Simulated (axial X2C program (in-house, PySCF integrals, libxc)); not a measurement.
Values are calculated unless marked as measured or tabulated.
## NaS: input and output

Program: an in-house all-electron X2C program for linear molecules (integrals from PySCF).

The run was started with this input:
```json
{"zs": [16, 11], "q": 0, "bas": ["dyall-av3z", "dyall-cv3z"], "levels": ["PBE0", "HF", "PBE"], "cc": true, "r0": 2.54, "thr": -2.0, "nmax": 90, "npts": 10, "nst": 2, "ntry": 6}
```
```bash
python so2c.py task.json out
```

Keys: zs atomic numbers; q charge; bas basis sets; levels methods; cc coupled cluster on or off; r0 starting distance in Å; thr threshold in hartree for freezing inner shells (an s shell follows its p shell); nmax most natural virtual spinors; npts points on the curve; nst determinants followed; ntry starts of the search. HF also brings MP2.

Output of the HF step, scalar-relativistic, at R = 2.493 Å for the state M_S = 1/2, Λ = 1. It starts from PBE0 orbitals of this distance.

```
spin-free X2C-1e  HF
basis functions 134  fitting functions 641  grid points 4362
iter        total energy     max residual
   1       -560.704380909     8.30e-02
   2       -560.715083540     2.92e-03
   3       -560.715473830     9.25e-04
   4       -560.715537174     4.05e-04
   5       -560.715552211     2.77e-04
   6       -560.715556669     1.09e-04
   7       -560.715557115     2.32e-05
   8       -560.715557149     6.11e-06
   9       -560.715557153     3.10e-06
  10       -560.715557154     7.03e-07
converged
one-electron -855.63134017  Coulomb 296.81659282  exact exchange -39.25948976  xc functional 0.00000000  nuclear repulsion 37.35867995
correlated 15  virtual 219  natural virtual 90  E(MP2) -0.434629903  MP2 remainder -0.029294045
iter   CCSD correlation   residual
   1     -0.423405878   8.68e-02
   2     -0.430412032   2.79e-02
   3     -0.430447364   7.38e-03
   4     -0.430465007   2.89e-03
   5     -0.430481233   9.95e-04
   6     -0.430476781   2.98e-04
   7     -0.430478130   8.41e-05
   8     -0.430477973   2.75e-05
   9     -0.430477743   1.03e-05
  10     -0.430477872   3.38e-06
  11     -0.430477883   1.01e-06
(T) -0.010123338  T1 0.0081  D1 0.0173  max T2 0.064
```
Energies are in hartree; totals compare only within one Hamiltonian and basis. T1 in the output is the amplitude norm over the root of the electron number; divide by √2 for the Lee–Taylor value.
